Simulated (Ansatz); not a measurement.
`C[Si]Cl` + H–F → `F[Si]Cl` + CH₄ at 500 K and 1 bar (ligand exchange at the Si–C bond).

Calculated with Ansatz (gas phase, PBE0-D4/def2-TZVP geometries, no zero-point term in ΔE). CCSD(T)/CBS is the MP2 limit (def2-TZVPP, def2-QZVPP) plus CCSD(T) − MP2 in def2-TZVPP, frozen cores. This one scheme is used for every species.

```csv
species,CCSD(T)/CBS energy (Eh),H − E (kJ/mol),S (J/(mol·K))
`C[Si]Cl`,-788.72093,126.9,336.6
H–F,-100.39570,39.4,188.7
`F[Si]Cl`,-848.72390,32.0,301.6
CH₄,-40.46206,135.6,206.8
```

H − E and S are ideal-gas, rigid-rotor, harmonic terms from PBE0-D4/def2-TZVP. 1 Eh = 2625.50 kJ/mol, R = 8.31446 J/(mol·K).

By hand: ΔE, ΔH, ΔS and ΔG.

ΔE = (-848.72390) + (-40.46206) − (-788.72093) − (-100.39570) = -0.06933 Eh = -182.0 kJ/mol. Δ(H − E) = 32.0 + 135.6 − 126.9 − 39.4 = 1.3, so ΔH = -180.7 kJ/mol. ΔS = 301.6 + 206.8 − 336.6 − 188.7 = -16.9 J/(mol·K). ΔG = -180.7 − 500 × (-16.9)/1000 = -172.2 kJ/mol.

By hand: the equilibrium constant, and the temperature at which ΔG would vanish if ΔH and ΔS stayed fixed.

log₁₀ K = −ΔG/(RT ln 10) = 18.0. ΔG = 0 at ΔH/ΔS = 10692 K, far beyond where these terms or the molecules hold.

ΔH outweighs TΔS. A doubt of 5 kJ/mol in ΔE shifts log₁₀ K by 0.5 here. These are equilibria of isolated gas molecules and say nothing of rates. Largest T1 diagnostic: 0.014 (customary marks: 0.02 for closed shells, 0.045 for open ones).
